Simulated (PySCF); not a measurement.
# C5H7F: the cost of one run

Computed with PySCF 2.14.0, with density-fitted response routines of our own, on a single molecule in the gas phase. Atoms count from 0, in the outputs and in this text.

## Step 1: Starting geometry

13 atoms, charge 0, multiplicity 1; geometry from: GFN2-xTB. The atoms were then displaced at random by about 0.01 Å, so the start is not that level's minimum.

Bonds of the start (Å): C0–C1 1.29, C1–C2 1.49, C2–C3 1.55, C3–C4 1.29, C3–F5 1.34, C0–H6 1.07, C0–H7 1.11, C1–H8 1.10, C2–H9 1.11, C2–H10 1.08, C4–H11 1.08, C4–H12 1.10.

## Step 2: Geometry optimisation at PBE0-D3(BJ)/def2-SVP

Job settings and geometry (Å):

```
{"job": {"xc": "PBE0", "basis": "def2-SVP", "d3": "d3bj", "grid": 1, "shake": 0.01, "kind": "geom"}, "charge": 0, "multiplicity": 1}
C     -1.728670     1.131830    -0.372270
C     -0.820890     0.633390     0.394740
C     -0.389230    -0.790390     0.328340
C      1.117370    -0.925500     0.000560
C      1.906640    -0.025030    -0.485270
F      1.539240    -2.178620     0.236790
H     -2.246610     0.570600    -1.126120
H     -2.034990     2.192690    -0.297530
H     -0.320910     1.249380     1.162670
H     -0.536830    -1.270000     1.318580
H     -0.963040    -1.343370    -0.395980
H      2.944610    -0.250230    -0.671840
H      1.539140     0.988340    -0.686750
```

Launch:

```
> OMP_NUM_THREADS=1 python probes_run.py task.json out
```

One launch serves the whole session: the jobs run in the order shown.

Q: Estimate the wall time and peak memory of this first job on 1 thread of Intel Xeon 6975P-C, shared host.

About 29 s, with a peak of 0.52 GiB.
